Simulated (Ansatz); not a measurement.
Total energies of `[SiH2]1[SiH2]S1`.

```csv
atom,x (Å),y (Å),z (Å)
Si1,-0.693,-0.732,0.506
Si2,0.768,0.774,-0.289
S3,-0.550,-0.310,-1.598
H4,-0.283,-2.099,0.903
H5,-1.971,-0.335,1.143
H6,2.209,0.469,-0.452
H7,0.521,2.233,-0.213
```

The species carries charge 0 and has multiplicity 1. The geometry is a stationary point of PBE0-D4/def2-TZVP. Basis def2-TZVPP, the Gaussian-basis code of Ansatz.

RPA on PBE orbitals: Hartree–Fock energy of these orbitals -977.73100 Eh, correlation -0.76549 Eh (frozen core).

```csv
functional,energy without D4 (Eh),D4 term (kJ/mol)
LDA (SPW92),-975.91728,–
PBE,-979.16007,-17.5
revPBE,-979.44345,-45.5
BLYP,-979.61675,-37.9
r2SCAN,-979.55533,-3.8
B97M-V,-979.39026,–
PBE0,-979.25164,-14.7
B3LYP,-979.69303,-28.8
r2SCANh,-979.55024,-4.1
r2SCAN0,-979.54342,-4.6
HSE06 (plane-wave form),-979.23078,-13.9
BHLYP,-979.62827,-25.3
CAM-B3LYP,-979.64829,-15.2
LC-ωPBE,-979.33415,–
ωB97X-V,-979.48112,–
ωB97M-V,-979.56033,–
B2PLYP,-979.25996,–
PBE-QIDH,-978.99320,–
```

B3LYP takes the VWN-RPA correlation (the form of Gaussian; ORCA's B3LYP/G). HSE06 is the plane-wave form, built on full-range PBE exchange. The double hybrids freeze the cores in their second-order part.

LC-ωPBE has ω = 0.4 bohr⁻¹.
